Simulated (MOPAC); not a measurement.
MOPAC input (PM6):

```
PM6 PRECISE GNORM=0.05 LET XYZ GEO-OK AUX(PRECISION=9) THREADS=1
OSi

Si   -0.00000000 1   -0.00000000 1   -0.55023073 1
O     0.00000000 1    0.00000000 1    0.96290378 1
```

Output:

```
 *******************************************************************************
 **                                                                           **
 **                              MOPAC v23.2.5                                **
 **                                                                           **
 *******************************************************************************
 ** MOPAC's Digital Object Identifier: https://doi.org/10.5281/zenodo.6511958 **
 **                                                                           **
 ** Please cite the open-source release paper for use of this MOPAC version:  **
 ** J. E. Moussa and J. J. P. Stewart (2026)                                  **
 ** MOPAC: An open-source semiempirical molecular orbital program             **
 ** J. Open Source Softw., 11(119), 8025, https://doi.org/10.21105/joss.08025 **
 *******************************************************************************

                              PM6 CALCULATION RESULTS

 *******************************************************************************
 *  PM6        - The PM6 Hamiltonian to be used
 *  GEO-OK     - OVERRIDE INTERATOMIC DISTANCE AND OTHER SAFETY CHECKS
 *  LET        - OVERRIDE SOME SAFETY CHECKS
 *  PRECISE    - TIGHTER CRITERIA TO BE USED
 *  XYZ        - CARTESIAN COORDINATE SYSTEM TO BE USED
 *  GNORM      - EXIT WHEN GRADIENT NORM DROPS BELOW 0.050
 *  AUX        - OUTPUT AUXILIARY INFORMATION
 *******************************************************************************
PM6 PRECISE GNORM=0.05 LET XYZ GEO-OK AUX(PRECISION=9) THREADS=1
 OSi

   ATOM   CHEMICAL          X               Y               Z
  NUMBER   SYMBOL      (ANGSTROMS)     (ANGSTROMS)     (ANGSTROMS)

     1      Si         -0.00000000  *  -0.00000000  *  -0.55023073  *
     2       O          0.00000000  *   0.00000000  *   0.96290378  *

          CARTESIAN COORDINATES

    NO.       ATOM           X           Y           Z

     1        Si         -0.0000     -0.0000     -0.5502
     2         O          0.0000      0.0000      0.9629

 General Reference for PM6:
 "Optimization of Parameters for Semiempirical Methods V: Modification of NDDO Approximations
 and Application to 70 Elements", J. J. P. Stewart, J. Mol. Mod., 13, 1173-1213 (2007)
 URL: https://link.springer.com/article/10.1007/s00894-007-0233-4

           Empirical Formula: O Si  =     2 atoms

      MOLECULAR POINT GROUP   :   C*v

      RHF CALCULATION, NO. OF DOUBLY OCCUPIED LEVELS = 5

          Geometry optimization using EF

          DIAGONAL MATRIX USED AS START HESSIAN

 CYCLE:     1  GRAD.:    42.418 HEAT:  11.04162
 CYCLE:     2  GRAD.:    16.738 HEAT:  9.145189
 CYCLE:     3  GRAD.:   217.138 HEAT:  14.72582
 CYCLE:     4  GRAD.:    17.139 HEAT:  8.986737
 CYCLE:     5  GRAD.:    16.482 HEAT:  8.836573
 CYCLE:     6  GRAD.:  1242.583 HEAT:  68.88306
 CYCLE:     7  GRAD.:    16.159 HEAT:  8.793723
 CYCLE:     8  GRAD.:    15.661 HEAT:  8.753378
 CYCLE:     9  GRAD.:   292.143 HEAT:  17.89564
 CYCLE:    10  GRAD.:    13.909 HEAT:  8.662869
 CYCLE:    11  GRAD.:    11.915 HEAT:  8.595972
 CYCLE:    12  GRAD.:    41.541 HEAT:  8.996927
 CYCLE:    13  GRAD.:     5.995 HEAT:  8.501614
 CYCLE:    14  GRAD.:     2.427 HEAT:  8.482418
 CYCLE:    15  GRAD.:     1.833 HEAT:  8.480703
 CYCLE:    16  GRAD.:     0.114 HEAT:  8.479037
 CYCLE:    17  GRAD.:     0.006 HEAT:  8.479033

     GRADIENT =  0.00626 IS LESS THAN CUTOFF =  0.05000

 -------------------------------------------------------------------------------
 PM6 PRECISE GNORM=0.05 LET XYZ GEO-OK AUX(PRECISION=9) THREADS=1
 OSi

     GEOMETRY OPTIMISED USING EIGENVECTOR FOLLOWING (EF).
     SCF FIELD WAS ACHIEVED

                              PM6 CALCULATION
                                                       MOPAC v23.2.5 Linux

          FINAL HEAT OF FORMATION =          8.47903 KCAL/MOL =      35.47627 KJ/MOL

          COSMO AREA              =         77.85 SQUARE ANGSTROMS
          COSMO VOLUME            =         64.14 CUBIC ANGSTROMS

          GRADIENT NORM           =          0.00626          =       0.00443 PER ATOM
          IONIZATION POTENTIAL    =          7.811490 EV
          HOMO LUMO ENERGIES (EV) =         -7.811 -0.162
          NO. OF FILLED LEVELS    =          5
          MOLECULAR WEIGHT        =         44.0849         POINT GROUP:  C*v

          MOLECULAR DIMENSIONS (Angstroms)

            Atom       Atom       Distance
            O     2   Si     1     1.15653
            O     2   Si     1     0.00000
           Si     1    O     2     0.00000

          SCF CALCULATIONS        =         18

   ATOM   CHEMICAL          X               Y               Z
  NUMBER   SYMBOL      (ANGSTROMS)     (ANGSTROMS)     (ANGSTROMS)

     1      Si          0.00000000  *   0.00000000  *  -0.37192763  *
     2       O          0.00000000  *  -0.00000000  *   0.78460068  *

                             CARTESIAN COORDINATES

   1   Si        0.000000000     0.000000000    -0.371927629
   2    O        0.000000000    -0.000000000     0.784600679

           Empirical Formula: O Si  =     2 atoms

      MOLECULAR POINT GROUP   :   C*v

                  EIGENVALUES
 -31.90662 -15.29924 -15.29924 -13.37042  -7.81149  -0.16240  -0.16240  -0.08050
  -0.08050   0.12687   4.93027   4.93027   9.65324

              NET ATOMIC CHARGES AND DIPOLE CONTRIBUTIONS

  ATOM NO.   TYPE          CHARGE      No. of ELECS.   s-Pop       p-Pop       d-Pop
    1         Si           0.116576        3.8834     1.71480     0.57624     1.59239
    2          O          -0.116576        6.1166     1.52304     4.59354
 DIPOLE           X         Y         Z       TOTAL
 POINT-CHG.    -0.000     0.000    -0.648     0.648
 HYBRID         0.000    -0.000    -3.792     3.792
 SUM            0.000    -0.000    -4.439     4.439

          ATOMIC ORBITAL ELECTRON POPULATIONS

     Atom    s        px        py        pz      x^2-y^2     xz        z^2       yz        xy
    1 Si   1.71480   0.17803   0.17803   0.22018   0.00000   0.41737   0.75765   0.41737   0.00000
    2  O   1.52304   1.40460   1.40460   1.78433

 **********************
 *                    *
 * JOB ENDED NORMALLY *
 *                    *
 **********************

 == MOPAC DONE ==
```

The geometry given is a B3LYP-D3(BJ)/def2-TZVP minimum.
